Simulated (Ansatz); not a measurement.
From input file to script: C₃H₂O₃, SMILES O=c1occo1 in Ansatz 0.2.0.

```yaml
crystal:
  periodic: [false, false, false]
  atoms:
    - { symbol: O, position_ang: [-0.8837, -0.3899, 2.2789] }
    - { symbol: C, position_ang: [-0.4783, -0.1802, 1.1426] }
    - { symbol: O, position_ang: [-1.0358, -0.791, -0.0012] }
    - { symbol: C, position_ang: [-0.0994, -0.2923, -0.9593] }
    - { symbol: C, position_ang: [0.7363, 0.4945, -0.4837] }
    - { symbol: O, position_ang: [0.6184, 0.6607, 0.886] }
    - { symbol: H, position_ang: [-0.3286, -0.6202, -1.9613] }
    - { symbol: H, position_ang: [1.5633, 1.0612, -0.9578] }
basis:
  gaussian:
    orbitals: "6-31G*"
hamiltonian:
  xc: r2scan
relax:
  f_tol: 0.005
```

The script, `opt_c3h2o3.py`:
```python
"""Geometry optimisation of C3H2O3."""

import ansatz as az
import numpy as np

config = {
    "basis_set": "6-31G*",
    "xc": "r2scan",
}

GEOMETRY = """
O    -0.88370   -0.38990    2.27890
C    -0.47830   -0.18020    1.14260
O    -1.03580   -0.79100   -0.00120
C    -0.09940   -0.29230   -0.95930
C     0.73630    0.49450   -0.48370
O     0.61840    0.66070    0.88600
H    -0.32860   -0.62020   -1.96130
H     1.56330    1.06120   -0.95780
"""

c3h2o3 = az.Crystal.molecule()
for line in GEOMETRY.strip().splitlines():
    symbol, *xyz = line.split()
    c3h2o3 = c3h2o3.atom(symbol, [float(v) for v in xyz])

calculation = (
    c3h2o3.calculation()
    .basis(gaussian=config["basis_set"])
    .functional(config["xc"])
)
symbols = [site.symbol for site in c3h2o3.cartesian_sites]
start = np.array([site.position_ang for site in c3h2o3.cartesian_sites], dtype=float)
data = calculation.relax(force_tolerance=0.005).run(threads=1).report
end = np.array(data["positions_ang"])

for key in ("converged", "free_energy_ev", "reference_energy_ev", "n_frozen", "n_occupied", "n_virtual"):
    print(f"{key:22s} {data[key]}")

print("final positions (A) and the move of each atom")
for symbol, xyz, old in zip(symbols, end, start):
    print(f"{symbol:2s} {xyz[0]:10.5f} {xyz[1]:10.5f} {xyz[2]:10.5f}   {np.linalg.norm(xyz - old):7.4f}")
```

```console
$ python opt_c3h2o3.py
converged              True
free_energy_ev         -9279.059487348659
reference_energy_ev    -9279.059487348659
n_frozen               0
n_occupied             [22, 22]
n_virtual              [72, 72]
final positions (A) and the move of each atom
O    -0.92300   -0.36676    2.28490    0.0460
C    -0.47665   -0.19483    1.19003    0.0497
O    -0.94228   -0.76325    0.02641    0.1014
C    -0.14582   -0.30123   -1.00423    0.0652
C     0.77622    0.52067   -0.49924    0.0502
O     0.59461    0.60673    0.86808    0.0616
H    -0.37572   -0.65305   -1.99773    0.0680
H     1.58485    1.09452   -0.92403    0.0521
```

Reading the output:
- These settings explore the input space; basis and method may be short of convergence.
- The end point is the stationary point reached from this start; no frequency run checks that it is a minimum, and the basis set is modest.
- Run time: 45 s on 1 thread of Arm Neoverse V2, on a shared host, peak memory 0.26 GiB.

(Lines on the test bed's own set-up are left out of the output.)
